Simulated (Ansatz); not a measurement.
Species: CN (charge 0, doublet). SMILES: [C]#N
Coordinates optimised at B3LYP-D3(BJ)/def2-TZVP (Ansatz, an electronic-structure program):
```
C
N 1 1.1622
```
Charge 0, spin multiplicity 2.

Property: vertical ionisation energy (to the triplet state of charge +1; each state is the SCF solution reached for its spin; the UHF <S^2> is 2.13 for the triplet (pure: 2.00) and 1.12 for the doublet (pure: 0.75); for the triplet T1 is 0.063; for the doublet T1 is 0.086), in eV. Correlated levels leave the core frozen unless marked. Open shells are spin-unrestricted. No spin-orbit coupling. No relativistic terms. CBS(X,Y): correlation extrapolated as X^-3; Hartree-Fock from the larger set.

```json
[
 {"level": "SVWN5/def2-TZVPD", "program": "Ansatz", "vertical ionisation energy (eV)": "14.64"},
 {"level": "PBE/def2-TZVPD", "program": "Ansatz", "vertical ionisation energy (eV)": "14.32"}
]
```

Question: Estimate the value at CCSD(T)/CBS(aug-cc-pVTZ,aug-cc-pVQZ) as computed with Ansatz.

Answer: 14.30 eV
